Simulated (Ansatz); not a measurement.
A made-up structure of SiNH$_{3}$, singlet:

```xyz
5
angstrom
N 0.5896 -0.7493 0.7081
Si -0.0552 0.3773 -0.2147
H 0.1220 -1.6336 0.8610
H 1.4135 -1.2878 0.9757
H 0.6869 1.6418 -0.3902
```

It is relaxed with PBE-D4/def2-SVP and then PBE0-D4/def2-TZVP (Ansatz 0.2.0). Atoms count as bonded within 1.22 times the sum of their covalent radii (H–H: 0.88 Å). The end point is not checked to be a true minimum.

(1) Does its bonding change? (Judge from chemistry; the calculation decides.)

## Answers

(1) The calculation gives: No: no bond forms or breaks.

Where it ends: The first stage lowers the energy by 1.43 eV in 8 steps. It ends as SiNH₃ ([NH2][SiH]):
```xyz
5
angstrom
N 0.5328 -0.8481 0.6103
Si -0.2839 0.4158 -0.1954
H 0.0689 -1.7110 0.8488
H 1.4975 -0.8436 0.9027
H 0.9413 1.3352 -0.2265
```

Labels in which every atom is bracketed show which atoms are joined, not bond orders.

For scale, one of the runs: PBE0-D4/def2-TZVP relaxation, 86 basis functions, launched by `ansatz run in.yaml --threads 2 --pin off --events-out ev --progress --plain --max-ram 4352MiB`. The run took about 4.7 s on 2 CPU threads of an Arm Neoverse V2 (shared host).
